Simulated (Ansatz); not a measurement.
**AlNaH (doublet): from Hartree-Fock to the top rungs at distance Al1–H3 = 2.216 Å, cc-pVDZ**

How much of the correlation energy of AlNaH (doublet) does each wave-function method recover here?

Computed with Ansatz 0.2.0, Gaussian basis. Level: cc-pVDZ, core rule «outside noble gas», up to 10 orbitals frozen.

To be run: UHF; CCSD(T) on ROHF; CCSD(T) on UHF; BCCD(T) on ROHF; CISD; CCSDT(Q) on ROHF; CCSDT(Q) on UHF; CASSCF and MRCISD+Q, 3 electrons in 3 orbitals; CASSCF and NEVPT2, 3 electrons in 3 orbitals; Full CI.

35 further runs of the same task are left out: 22 for a known fault of the program, 10 that didn't finish, 3 set aside as unsound or not needed.

### 1 What is computed

The geometry derives from a PBE0/def2-TZVP stationary point (not a proven minimum). One bond is set to the value named and the two fragments are kept rigid.

3 atoms, charge 0, spin multiplicity 2.

Atoms are counted from 1 here; the program's logs count them from 0.

No contacts short enough for the rule that draws bonds.

### 2 UHF

The input, in.yaml:

```yaml
crystal:
  periodic: [false, false, false]
  atoms:
    - {symbol: Al, position_ang: [0.000000, -0.106575, 1.314094]}
    - {symbol: Na, position_ang: [0.000000, 0.051482, -1.657438]}
    - {symbol: H, position_ang: [0.000000, 1.678655, 2.626958]}
basis:
  gaussian: {orbitals: cc-pVDZ}
magnetization: {spin_polarized: true, initial_magnetization: 1}
hamiltonian: {xc: hf}
output: {orbitals: {seedname: orbitals}}
```

Started as:

```console
$ ansatz run in.yaml --threads 1 --pin off --events-out ev --progress --plain --max-ram 2393MiB
```

After this run come: CCSD(T) on ROHF; CCSD(T) on UHF; BCCD(T) on ROHF; CISD; CCSDT(Q) on ROHF; CCSDT(Q) on UHF; CASSCF and MRCISD+Q, 3 electrons in 3 orbitals; CASSCF and NEVPT2, 3 electrons in 3 orbitals; Full CI.

Before running them: what should the planned runs give, taken together? Wanted: FCI below the RHF energy; RMP2 from FCI; UMP2 from FCI; RCCSD from FCI; RCCSD(T) from FCI; UCCSD(T) from FCI; RCCSDT(Q) from FCI; UCCSDT(Q) from FCI; NEVPT2 pair from FCI.

**Answer**, as computed:

| quantity | value |
| --- | --- |
| FCI below the RHF energy | -2.4560 eV |
| RMP2 from FCI | +759.4 meV |
| UMP2 from FCI | +787.4 meV |
| RCCSD from FCI | +101.5 meV |
| RCCSD(T) from FCI | +29.9 meV |
| UCCSD(T) from FCI | +30.6 meV |
| RCCSDT(Q) from FCI | +0.7 meV |
| UCCSDT(Q) from FCI | +0.2 meV |
| NEVPT2 pair from FCI | +595.1 meV |
| MRCISD+Q pair from FCI | -43.4 meV |
| levels within 1 kcal/mol (43 meV) | RCCSD(T), UCCSD(T), BCCD(T), RCCSDT, UCCSDT, RCCSDT(Q), UCCSDT(Q) |
| T1 diagnostic | 0.034 |
| effectively unpaired electrons | 1.12 |

In words: RCCSD(T) lands +29.9 meV from the yardstick (1.2 % of the correlation energy). MRCISD+Q pair falls below full CI: the +Q correction isn't variational, and the cores differ from full CI's. One determinant dominates. Of the multireference levels listed MRCISD+Q pair comes nearest in total energy (-43.4 meV), which doesn't show that its space is the better one. These misses are within one basis, not against nature; the frozen cores of restricted and unrestricted runs differ, which can shift their rows.
